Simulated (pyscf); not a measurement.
H₃C–N(CH₃)–SiH₃ + ammonia (NH₃) -> H₃C–N(CH₃)–SiH₂–NH₂ + hydrogen (H₂) (four-centre exchange; singlet surface; H–Si, H–N broken, N–Si, H–H formed). PySCF, gas phase, ωB97X-D3(BJ)/def2-SVP geometries. Rate constants from transition-state theory, ωB97M-D3(BJ)/def2-TZVP energies (ideal gas, 1 atm, RRHO with modes under 100 cm⁻¹ raised to 100, one conformer, R ln 2 for chiral ones without a mode under 150 cm⁻¹; no tunnelling), k in cm³ molecule⁻¹ s⁻¹.

```tsv
T (K)	1000/T	log10 k
298	3.354	-39.69
600	1.667	-26.72
900	1.111	?
1200	0.833	-19.88
```

Task: Fit an Arrhenius line to the three values, give the activation energy, and predict k at 900 K.

Result: Least squares gives log10 k = -13.48 − 7.83 × 1000/T, so Ea = 7.83 × ln 10 × 1.987 = 35.8 kcal/mol, against an electronic barrier of 35.3. At 900 K the line gives -22.18; the computed value is -22.24 (ΔG‡ = 68.4 kcal/mol), close to the line. At the saddle there is also a short H–Si contact that neither side keeps. One saddle was located; it need not be the lowest between these sides.
